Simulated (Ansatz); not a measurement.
A calculation with Ansatz (development build ahead of 0.2.0).

```yaml
crystal:
  periodic: [false, false, false]
  atoms:
    - { symbol: O, position_ang: [1.96, 0.0, 0.0] }
    - { symbol: H, position_ang: [1.44242, 0.68728, 0.43036] }
    - { symbol: H, position_ang: [2.68142, 0.46881, -0.43036] }
    - { symbol: O, position_ang: [0.0, 1.96, 0.0] }
    - { symbol: H, position_ang: [-0.68728, 1.44242, -0.43036] }
    - { symbol: H, position_ang: [-0.46881, 2.68142, 0.43036] }
    - { symbol: O, position_ang: [-1.96, 0.0, 0.0] }
    - { symbol: H, position_ang: [-1.44242, -0.68728, 0.43036] }
    - { symbol: H, position_ang: [-2.68142, -0.46881, -0.43036] }
    - { symbol: O, position_ang: [0.0, -1.96, 0.0] }
    - { symbol: H, position_ang: [0.68728, -1.44242, -0.43036] }
    - { symbol: H, position_ang: [0.46783, -2.67992, 0.42947] }
basis:
  gaussian: { orbitals: cc-pVDZ }
hamiltonian:
  xc: hf
correlation:
  method: mp2
  frozen_orbitals: { H: 0, O: 1 }
```

The input is written out in the form of the current development build from the run's settings.

The run gave:

```yaml
Converged: yes
Reference_energy: -304.14356 hartree
Correlation_energy: -0.81799 hartree
Total_energy: -304.96155 hartree
Spin_squared_of_the_determinant: 0.000
```
